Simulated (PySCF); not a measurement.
Compound: C₅H₅Cl.
SMILES with atom numbers: `[CH3:1][C:2]1=[CH:3][C:4]/1=[CH:5]/[Cl:6]` (hydrogens: H7, H8, H9 on C1; H10 on C3; H11 on C5)

Computed by this run: PBE0-D3(BJ)/def2-SVP geometry optimisation, gas phase (PySCF); density fitting, grid level 1; the optimiser is geomeTRIC in internal coordinates, started from a GFN2-xTB structure.

Step 0: E = -17768.1404 eV
```
atom  x, y, z in Å  |  force x, y, z in eV/Å
C1     -1.7861   -0.2431   -0.0993    0.104   0.200   0.019
C2     -0.4771    0.3950    0.0040    0.809   0.170   0.046
C3      0.2853    1.4735    0.1173    0.128  -1.502  -0.105
C4      0.9593    0.1912    0.0530   -1.601   1.264   0.024
C5      2.0282   -0.5628    0.0467    0.481  -1.046  -0.057
Cl6     1.9000   -2.3026   -0.0871   -0.002  -0.034  -0.003
H7     -1.8402   -0.8172   -1.0246   -0.042  -0.234  -0.297
H8     -1.9155   -0.9438    0.7258   -0.068  -0.274   0.256
H9     -2.5860    0.4949   -0.0803   -0.298   0.187   0.001
H10     0.3966    2.5264    0.2001    0.009   1.025   0.077
H11     3.0408   -0.2088    0.1185    0.481   0.245   0.040
```

Question: Estimate the geometry and energy of step 1. (The exact step hangs on the optimiser's Hessian estimate; all steps are aligned on step 0, rigid shifts and turns removed.)

Answer: E = -17768.1870 eV, largest force 0.139 eV/Å
```
atom  x, y, z in Å  |  force x, y, z in eV/Å
C1     -1.7823   -0.2401   -0.0990   -0.030  -0.033  -0.005
C2     -0.4672    0.4011    0.0051    0.060   0.021   0.007
C3      0.2988    1.4750    0.1198   -0.041   0.133  -0.002
C4      0.9563    0.2017    0.0536    0.003  -0.018   0.008
C5      2.0298   -0.5818    0.0451    0.046   0.074   0.002
Cl6     1.8850   -2.3133   -0.0910   -0.006  -0.040  -0.003
H7     -1.8347   -0.8305   -1.0280    0.003   0.010   0.023
H8     -1.9138   -0.9517    0.7322    0.005   0.012  -0.021
H9     -2.6013    0.4916   -0.0851    0.006  -0.001   0.000
H10     0.3824    2.5598    0.2028   -0.005  -0.119  -0.005
H11     3.0524   -0.2091    0.1187   -0.042  -0.039  -0.004
```

The energy changes by -0.0466 eV. The first-order estimate −F·Δx gives -0.1001 eV and the mean of the old and new forces, exact on a quadratic surface, -0.0472 eV. The step makes an angle of 57° with the force vector and moves no atom by more than 0.036 Å.

The cost below is that of the whole optimisation. The run took 16 s wall on one thread of an x86-64 server, on a shared host.
